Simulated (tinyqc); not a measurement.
CIS and TDHF on RHF in the sto-6g basis, for H2F+, spin multiplicity 1, step by step (part 1 of 2). Computed by tinyqc, a small Python program that keeps every step (integrals from PySCF). Settings: charge = 1, multiplicity = 1, basis = sto-6g, method = RHF, energy threshold = 1e-10, iteration cap = 85, orthogonalisation = symmetric, start = atomic densities, DIIS depth = 6, TDHF = 1. Command: `OMP_NUM_THREADS=1 python tinyqc.py 31906 31907 out.jsonl` (the two numbers bound the seeds that draw the settings). One thread of a shared host (Intel(R) Xeon(R) Processor @ 2.60GHz), about 0.1 s of CPU time with the checks. The early iterations of the SCF are left out here.

## One-electron integrals

Geometry (angstrom):
```
atom         x          y         z
F     0.000000   0.000000  0.000000
H     0.000000   0.756000  0.506000
H     0.000000  -0.756000  0.506000
```

Basis sto-6g: exponents (1/bohr^2) and contraction coefficients of normalised primitives:
```
element  l (shell)     exponent  coefficient
F            s (1)  1728.626574     0.009164
F            s (1)   316.941790     0.049361
F            s (1)    88.668891     0.168538
F            s (1)    30.460157     0.370563
F            s (1)    11.828570     0.416492
F            s (1)     4.871659     0.130334
F            s (2)    67.032281    -0.013253
F            s (2)    13.267438    -0.046992
F            s (2)     4.123510    -0.033785
F            s (2)     1.586463     0.250242
F            s (2)     0.689002     0.595117
F            s (2)     0.315820     0.240706
F            p (3)    67.032281     0.003760
F            p (3)    13.267438     0.037679
F            p (3)     4.123510     0.173897
F            p (3)     1.586463     0.418036
F            p (3)     0.689002     0.425860
F            p (3)     0.315820     0.101708
H            s (1)    35.523221     0.009164
H            s (1)     6.513144     0.049361
H            s (1)     1.822143     0.168538
H            s (1)     0.625955     0.370563
H            s (1)     0.243077     0.416492
H            s (1)     0.100112     0.130334
```

Overlap, kinetic and nuclear-attraction integrals over the contracted functions; the nuclear repulsion is the sum of Za Zb / Rab.

nuclear repulsion = 10.82056504 hartree

overlap S:
```
           1F 1s     1F 2s    1F 2px     1F 2py    1F 2pz     2H 1s      3H 1s
1F 1s   1.000000  0.232479  0.000000   0.000000  0.000000  0.051495   0.051495
1F 2s   0.232479  1.000000  0.000000   0.000000  0.000000  0.456586   0.456586
1F 2px  0.000000  0.000000  1.000000   0.000000  0.000000  0.000000   0.000000
1F 2py  0.000000  0.000000  0.000000   1.000000  0.000000  0.291423  -0.291423
1F 2pz  0.000000  0.000000  0.000000   0.000000  1.000000  0.195053   0.195053
2H 1s   0.051495  0.456586  0.000000   0.291423  0.195053  1.000000   0.252451
3H 1s   0.051495  0.456586  0.000000  -0.291423  0.195053  0.252451   1.000000
```

kinetic energy T (hartree):
```
            1F 1s      1F 2s    1F 2px     1F 2py    1F 2pz      2H 1s      3H 1s
1F 1s   37.397730  -1.143349  0.000000   0.000000  0.000000  -0.000663  -0.000663
1F 2s   -1.143349   1.082297  0.000000   0.000000  0.000000   0.131514   0.131514
1F 2px   0.000000   0.000000  3.251325   0.000000  0.000000   0.000000   0.000000
1F 2py   0.000000   0.000000  0.000000   3.251325  0.000000   0.229854  -0.229854
1F 2pz   0.000000   0.000000  0.000000   0.000000  3.251325   0.153844   0.153844
2H 1s   -0.000663   0.131514  0.000000   0.229854  0.153844   0.768522   0.007998
3H 1s   -0.000663   0.131514  0.000000  -0.229854  0.153844   0.007998   0.768522
```

nuclear attraction V (hartree):
```
             1F 1s       1F 2s      1F 2px      1F 2py      1F 2pz      2H 1s      3H 1s
1F 1s   -78.985850   -8.136176    0.000000    0.000000   -0.018001  -2.067710  -2.067710
1F 2s    -8.136176  -12.628894    0.000000    0.000000   -0.203208  -4.493726  -4.493726
1F 2px    0.000000    0.000000  -12.548411    0.000000    0.000000   0.000000   0.000000
1F 2py    0.000000    0.000000    0.000000  -12.714083    0.000000  -2.522265   2.522265
1F 2pz   -0.018001   -0.203208    0.000000    0.000000  -12.622628  -1.753224  -1.753224
2H 1s    -2.067710   -4.493726    0.000000   -2.522265   -1.753224  -6.592777  -1.861333
3H 1s    -2.067710   -4.493726    0.000000    2.522265   -1.753224  -1.861333  -6.592777
```

core Hamiltonian H = T + V (hartree):
```
             1F 1s       1F 2s     1F 2px     1F 2py     1F 2pz      2H 1s      3H 1s
1F 1s   -41.588120   -9.279525   0.000000   0.000000  -0.018001  -2.068373  -2.068373
1F 2s    -9.279525  -11.546598   0.000000   0.000000  -0.203208  -4.362212  -4.362212
1F 2px    0.000000    0.000000  -9.297086   0.000000   0.000000   0.000000   0.000000
1F 2py    0.000000    0.000000   0.000000  -9.462757   0.000000  -2.292412   2.292412
1F 2pz   -0.018001   -0.203208   0.000000   0.000000  -9.371303  -1.599381  -1.599381
2H 1s    -2.068373   -4.362212   0.000000  -2.292412  -1.599381  -5.824255  -1.853335
3H 1s    -2.068373   -4.362212   0.000000   2.292412  -1.599381  -1.853335  -5.824255
```

## Two-electron integrals

Functions are numbered as in S; the eight-fold symmetry (ij|kl) = (ji|kl) = (kl|ij) leaves the list below.

Two-electron integrals (ij|kl) in chemists' order, unique and non-zero (hartree):
```
(11|11) 5.406240    (21|11) 0.768129    (21|21) 0.138909    (22|11) 1.266271
(22|21) 0.283987    (22|22) 0.926367    (31|31) 0.029452    (32|31) 0.044681
(32|32) 0.204753    (33|11) 1.266273    (33|21) 0.283987    (33|22) 0.926366
(33|33) 0.998085    (41|41) 0.029452    (42|41) 0.044681    (42|42) 0.204753
(43|43) 0.053789    (44|11) 1.266273    (44|21) 0.283987    (44|22) 0.926366
(44|33) 0.890506    (44|44) 0.998085    (51|51) 0.029452    (52|51) 0.044681
(52|52) 0.204753    (53|53) 0.053789    (54|54) 0.053789    (55|11) 1.266273
(55|21) 0.283987    (55|22) 0.926366    (55|33) 0.890506    (55|44) 0.890506
(55|55) 0.998085    (61|11) 0.181722    (61|21) 0.031483    (61|22) 0.062901
(61|33) 0.062791    (61|41) 0.001130    (61|42) 0.002202    (61|44) 0.063019
(61|51) 0.000757    (61|52) 0.001474    (61|54) 0.000152    (61|55) 0.062893
(61|61) 0.007255    (62|11) 0.429370    (62|21) 0.097596    (62|22) 0.351474
(62|33) 0.346661    (62|41) 0.005825    (62|42) 0.042566    (62|44) 0.356633
(62|51) 0.003898    (62|52) 0.028490    (62|54) 0.006674    (62|55) 0.351128
(62|61) 0.022088    (62|62) 0.160057    (63|31) 0.011225    (63|32) 0.062921
(63|43) 0.009023    (63|53) 0.006040    (63|63) 0.024399    (64|11) 0.230609
(64|21) 0.053192    (64|22) 0.204809    (64|33) 0.195873    (64|41) 0.014083
(64|42) 0.086981    (64|44) 0.219971    (64|51) 0.001913    (64|52) 0.016104
(64|54) 0.010089    (64|55) 0.198584    (64|61) 0.012610    (64|62) 0.114464
(64|64) 0.105920    (65|11) 0.154349    (65|21) 0.035602    (65|22) 0.137081
(65|33) 0.131100    (65|41) 0.001913    (65|42) 0.016104    (65|44) 0.135150
(65|51) 0.012506    (65|52) 0.073699    (65|54) 0.011734    (65|55) 0.144994
(65|61) 0.008440    (65|62) 0.076612    (65|64) 0.054563    (65|65) 0.060918
(66|11) 0.555332    (66|21) 0.128580    (66|22) 0.529335    (66|33) 0.510846
(66|41) 0.010473    (66|42) 0.104178    (66|44) 0.549153    (66|51) 0.007010
(66|52) 0.069727    (66|54) 0.025639    (66|55) 0.528007    (66|61) 0.029376
(66|62) 0.299292    (66|64) 0.248582    (66|65) 0.166379    (66|66) 0.774999
(71|11) 0.181722    (71|21) 0.031483    (71|22) 0.062901    (71|33) 0.062791
(71|41) -0.001130   (71|42) -0.002202   (71|44) 0.063019    (71|51) 0.000757
(71|52) 0.001474    (71|54) -0.000152   (71|55) 0.062893    (71|61) 0.007161
(71|62) 0.021443    (71|64) 0.011121    (71|65) 0.008187    (71|66) 0.028147
(71|71) 0.007255    (72|11) 0.429370    (72|21) 0.097596    (72|22) 0.351474
(72|33) 0.346661    (72|41) -0.005825   (72|42) -0.042566   (72|44) 0.356633
(72|51) 0.003898    (72|52) 0.028490    (72|54) -0.006674   (72|55) 0.351128
(72|61) 0.021443    (72|62) 0.133209    (72|64) 0.064841    (72|65) 0.061829
(72|66) 0.206802    (72|71) 0.022088    (72|72) 0.160057    (73|31) 0.011225
(73|32) 0.062921    (73|43) -0.009023   (73|53) 0.006040    (73|63) 0.019767
(73|73) 0.024399    (74|11) -0.230609   (74|21) -0.053192   (74|22) -0.204809
(74|33) -0.195873   (74|41) 0.014083    (74|42) 0.086981    (74|44) -0.219971
(74|51) -0.001913   (74|52) -0.016104   (74|54) 0.010089    (74|55) -0.198584
(74|61) -0.011121   (74|62) -0.064841   (74|64) -0.011917   (74|65) -0.029395
(74|66) -0.087840   (74|71) -0.012610   (74|72) -0.114464   (74|74) 0.105920
(75|11) 0.154349    (75|21) 0.035602    (75|22) 0.137081    (75|33) 0.131100
(75|41) -0.001913   (75|42) -0.016104   (75|44) 0.135150    (75|51) 0.012506
(75|52) 0.073699    (75|54) -0.011734   (75|55) 0.144994    (75|61) 0.008187
(75|62) 0.061829    (75|64) 0.029395    (75|65) 0.048141    (75|66) 0.106637
(75|71) 0.008440    (75|72) 0.076612    (75|74) -0.054563   (75|75) 0.060918
(76|11) 0.169888    (76|21) 0.039014    (76|22) 0.152450    (76|33) 0.149743
(76|44) 0.152632    (76|51) 0.002526    (76|52) 0.021991    (76|55) 0.154974
(76|61) 0.008737    (76|62) 0.069064    (76|64) 0.042712    (76|65) 0.037665
(76|66) 0.134727    (76|71) 0.008737    (76|72) 0.069064    (76|74) -0.042712
(76|75) 0.037665    (76|76) 0.036037    (77|11) 0.555332    (77|21) 0.128580
(77|22) 0.529335    (77|33) 0.510846    (77|41) -0.010473   (77|42) -0.104178
(77|44) 0.549153    (77|51) 0.007010    (77|52) 0.069727    (77|54) -0.025639
(77|55) 0.528007    (77|61) 0.028147    (77|62) 0.206802    (77|64) 0.087840
(77|65) 0.106637    (77|66) 0.343338    (77|71) 0.029376    (77|72) 0.299292
(77|74) -0.248582   (77|75) 0.166379    (77|76) 0.134727    (77|77) 0.774999
```

## Orthogonalisation

S = U s U^T; symmetric (Loewdin) form X = U s^(-1/2) U^T, so that X^T S X = 1.

eigenvalues of S: 0.388756  0.442744  0.902645  1.000000  1.078286  1.304805  1.882764

X:
```
            1F 1s      1F 2s    1F 2px     1F 2py     1F 2pz      2H 1s      3H 1s
1F 1s    1.022931  -0.137341  0.000000   0.000000  -0.007092   0.018675   0.018675
1F 2s   -0.137341   1.214698  0.000000   0.000000   0.081122  -0.267288  -0.267288
1F 2px   0.000000   0.000000  1.000000   0.000000   0.000000   0.000000   0.000000
1F 2py   0.000000   0.000000  0.000000   1.097289   0.000000  -0.212107   0.212107
1F 2pz  -0.007092   0.081122  0.000000   0.000000   1.033996  -0.112379  -0.112379
2H 1s    0.018675  -0.267288  0.000000  -0.212107  -0.112379   1.178800  -0.102231
3H 1s    0.018675  -0.267288  0.000000   0.212107  -0.112379  -0.102231   1.178800
```

## Iteration 8 (converged): orbitals

converged F (hartree):
```
             1F 1s      1F 2s     1F 2px     1F 2py     1F 2pz      2H 1s      3H 1s
1F 1s   -26.990962  -6.538777   0.000000   0.000000  -0.025468  -1.457587  -1.457587
1F 2s    -6.538777  -3.565051   0.000000   0.000000  -0.150158  -1.410678  -1.410678
1F 2px    0.000000   0.000000  -1.086920   0.000000   0.000000   0.000000   0.000000
1F 2py    0.000000   0.000000   0.000000  -1.088141   0.000000  -0.584586   0.584586
1F 2pz   -0.025468  -0.150158   0.000000   0.000000  -1.088279  -0.458942  -0.458942
2H 1s    -1.457587  -1.410678   0.000000  -0.584586  -0.458942  -1.001168  -0.521526
3H 1s    -1.457587  -1.410678   0.000000   0.584586  -0.458942  -0.521526  -1.001168
```

Diagonalise F' = X^T F X, C = X C', fill 5 alpha and 5 beta electrons from the bottom; D = 2 C_occ C_occ^T. Each column has its largest component positive (the first on a tie).

F' = X^T F X (hartree):
```
            1          2          3          4          5          6          7
1  -26.570710  -3.210906   0.000000   0.000000  -0.035368  -0.251157  -0.251157
2   -3.210906  -2.183561   0.000000   0.000000   0.040717  -0.574156  -0.574156
3    0.000000   0.000000  -1.086920   0.000000   0.000000   0.000000   0.000000
4    0.000000   0.000000   0.000000  -0.809093   0.000000  -0.490747   0.490747
5   -0.035368   0.040717   0.000000   0.000000  -0.983993  -0.301561  -0.301561
6   -0.251157  -0.574156   0.000000  -0.490747  -0.301561  -0.364424  -0.114768
7   -0.251157  -0.574156   0.000000   0.490747  -0.301561  -0.114768  -0.364424
```

orbital energies (hartree): MO1 -26.994304, MO2 -2.135869, MO3 -1.277645, MO4 -1.128145, MO5 -1.086920, MO6 0.040863, MO7 0.218896

coefficients C:
```
              MO1        MO2        MO3        MO4       MO5        MO6        MO7
1F 1s    0.996991  -0.235510   0.000000   0.067475  0.000000  -0.109499   0.000000
1F 2s    0.013970   0.931800   0.000000  -0.363926  0.000000   0.801830   0.000000
1F 2px   0.000000   0.000000   0.000000   0.000000  1.000000   0.000000   0.000000
1F 2py   0.000000   0.000000   0.741590   0.000000  0.000000   0.000000  -0.862592
1F 2pz   0.002159   0.134434   0.000000   0.884240  0.000000   0.548708   0.000000
2H 1s   -0.002959   0.081646   0.331055   0.184556  0.000000  -0.789420   0.869432
3H 1s   -0.002959   0.081646  -0.331055   0.184556  0.000000  -0.789420  -0.869432
```

D after iteration 8:
```
            1F 1s      1F 2s    1F 2px     1F 2py     1F 2pz      2H 1s      3H 1s
1F 1s    2.108017  -0.460153  0.000000   0.000000   0.060312  -0.019452  -0.019452
1F 2s   -0.460153   2.001776  0.000000   0.000000  -0.393003   0.017744   0.017744
1F 2px   0.000000   0.000000  2.000000   0.000000   0.000000   0.000000   0.000000
1F 2py   0.000000   0.000000  0.000000   1.099912   0.000000   0.491014  -0.491014
1F 2pz   0.060312  -0.393003  0.000000   0.000000   1.599914   0.348324   0.348324
2H 1s   -0.019452   0.017744  0.000000   0.491014   0.348324   0.300666  -0.137723
3H 1s   -0.019452   0.017744  0.000000  -0.491014   0.348324  -0.137723   0.300666
```

## Convergence

Stop when the energy changes by less than 1e-10 hartree and every element of the error matrix X^T (F D S - S D F) X is below 3e-06.

Course of the cycle:
```
iteration   E (hartree)     change  largest element of the error matrix
1          -95.15671662          -                             1.38e+00
2          -99.70368871  -4.55e+00                             2.74e-01
3          -99.77749080  -7.38e-02                             1.93e-02
4          -99.77809348  -6.03e-04                             5.38e-03
5          -99.77811589  -2.24e-05                             6.27e-05
6          -99.77811589  -6.94e-09                             1.84e-05
7          -99.77811590  -8.16e-10                             3.72e-07
8          -99.77811590  -2.70e-13                             4.08e-09
```

PySCF RHF in the same basis = -99.77811590 hartree

Converged in 8 iterations.

## Integrals over molecular orbitals

(pq|rs) = sum C_ip C_jq C_kr C_ls (ij|kl), one index at a time.

one-electron integrals over orbitals h = C^T H C (hartree):
```
            1          2          3          4          5          6          7
1  -41.574037   0.697536   0.000000  -0.193722   0.000000   0.330102   0.000000
2    0.697536  -9.819378   0.000000   0.303978   0.000000  -1.514689   0.000000
3    0.000000   0.000000  -8.325716   0.000000   0.000000   0.000000   2.120480
4   -0.193722   0.303978   0.000000  -8.959582   0.000000  -1.191972   0.000000
5    0.000000   0.000000   0.000000   0.000000  -9.297086   0.000000   0.000000
6    0.330102  -1.514689   0.000000  -1.191972   0.000000  -5.759329   0.000000
7    0.000000   0.000000   2.120480   0.000000   0.000000   0.000000  -6.167322
```

Two-electron integrals over orbitals (pq|rs), unique and non-zero (hartree):
```
(11|11) 5.380202    (21|11) -0.511418   (21|21) 0.079070    (22|11) 1.217709
(22|21) -0.019582   (22|22) 0.867840    (31|31) 0.017918    (32|31) 0.026126
(32|32) 0.163648    (33|11) 1.007174    (33|21) -0.007517   (33|22) 0.775046
(33|33) 0.761571    (41|11) 0.149669    (41|21) -0.019311   (41|22) 0.016856
(41|33) 0.005124    (41|41) 0.031094    (42|11) -0.090241   (42|21) 0.009662
(42|22) 0.017733    (42|33) -0.003762   (42|41) 0.029583    (42|42) 0.156964
(43|31) -0.004453   (43|32) 0.002357    (43|43) 0.048053    (44|11) 1.188164
(44|21) -0.015220   (44|22) 0.823644    (44|33) 0.734325    (44|41) -0.012746
(44|42) -0.093972   (44|44) 0.930302    (51|51) 0.030418    (52|51) 0.038743
(52|52) 0.179910    (53|53) 0.039458    (54|51) -0.010615   (54|52) -0.037316
(54|54) 0.057720    (55|11) 1.265969    (55|21) -0.013306   (55|22) 0.881232
(55|33) 0.761244    (55|41) 0.003717    (55|42) -0.047001   (55|44) 0.851350
(55|55) 0.998085    (61|11) -0.255625   (61|21) 0.041887    (61|22) -0.004764
(61|33) -0.002486   (61|41) 0.002072    (61|42) 0.019232    (61|44) -0.014984
(61|55) -0.006093   (61|61) 0.027954    (62|11) 0.331716    (62|21) -0.009224
(62|22) 0.158484    (62|33) 0.099654    (62|41) 0.018068    (62|42) 0.035444
(62|44) 0.117934    (62|55) 0.164255    (62|61) 0.002504    (62|62) 0.085332
(63|31) 0.004623    (63|32) -0.026536   (63|43) -0.015047   (63|63) 0.064570
(64|11) 0.228610    (64|21) -0.001755   (64|22) 0.119811    (64|33) 0.072684
(64|41) 0.006815    (64|42) -0.002359   (64|44) 0.130273    (64|55) 0.122668
(64|61) 0.002169    (64|62) 0.060155    (64|64) 0.059452    (65|51) 0.015610
(65|52) 0.057922    (65|54) 0.003378    (65|65) 0.029498    (66|11) 0.737329
(66|21) -0.006312   (66|22) 0.600267    (66|33) 0.575856    (66|41) 0.018092
(66|42) 0.071071    (66|44) 0.550850    (66|55) 0.569198    (66|61) 0.004356
(66|62) 0.062030    (66|64) 0.030091    (66|66) 0.559024    (71|31) -0.018505
(71|32) -0.025518   (71|43) 0.004755    (71|63) -0.004492   (71|71) 0.019141
(72|31) -0.017051   (72|32) -0.057272   (72|43) 0.026311    (72|63) -0.030269
(72|71) 0.016855    (72|72) 0.053988    (73|11) -0.422268   (73|21) 0.008634
(73|22) -0.191755   (73|33) -0.159092   (73|41) 0.001653    (73|42) 0.060108
(73|44) -0.203111   (73|55) -0.221061   (73|61) 0.005963    (73|62) -0.077178
(73|64) -0.071330   (73|66) -0.022847   (73|73) 0.156368    (74|31) 0.008655
(74|32) 0.060680    (74|43) -0.013966   (74|63) -0.036264   (74|71) -0.008785
(74|72) -0.012070   (74|74) 0.048806    (75|53) -0.025260   (75|75) 0.019955
(76|31) -0.011237   (76|32) -0.102339   (76|43) -0.038785   (76|63) 0.077331
(76|71) 0.011101    (76|72) -0.009140   (76|74) -0.057391   (76|76) 0.155605
(77|11) 0.832933    (77|21) -0.008017   (77|22) 0.635986    (77|33) 0.638775
(77|41) 0.003434    (77|42) 0.008765    (77|44) 0.613619    (77|55) 0.620926
(77|61) -0.003282   (77|62) 0.053682    (77|64) 0.028078    (77|66) 0.554570
(77|73) -0.072888   (77|77) 0.599085
```

## CIS matrix, singlets

A(ia,jb) = (e_a - e_i) d_ij d_ab + 2 (ia|jb) - (ij|ab).

CIS matrix A, singlet (hartree):
```
           1>6        1>7        2>6        2>7        3>6        3>7        4>6        4>7
1>6  26.353746   0.000000   0.011321   0.000000   0.000000   0.023163  -0.013753   0.000000
1>7   0.000000  26.418549   0.000000   0.041727   0.002252   0.000000   0.000000  -0.021005
2>6   0.011321   0.000000   1.747129   0.000000   0.000000  -0.052017   0.049240   0.000000
2>7   0.000000   0.041727   0.000000   1.826755   0.041800   0.000000   0.000000  -0.032905
3>6   0.000000   0.002252   0.000000   0.041800   0.871793   0.000000   0.000000  -0.033742
3>7   0.023163   0.000000  -0.052017   0.000000   0.000000   1.170502  -0.103875   0.000000
4>6  -0.013753   0.000000   0.049240   0.000000   0.000000  -0.103875   0.737063   0.000000
4>7   0.000000  -0.021005   0.000000  -0.032905  -0.033742   0.000000   0.000000   0.831034
5>6   0.000000   0.000000   0.000000   0.000000   0.000000   0.000000   0.000000   0.000000
5>7   0.000000   0.000000   0.000000   0.000000   0.000000   0.000000   0.000000   0.000000

          5>6       5>7
1>6  0.000000  0.000000
1>7  0.000000  0.000000
2>6  0.000000  0.000000
2>7  0.000000  0.000000
3>6  0.000000  0.000000
3>7  0.000000  0.000000
4>6  0.000000  0.000000
4>7  0.000000  0.000000
5>6  0.617581  0.000000
5>7  0.000000  0.724800
```
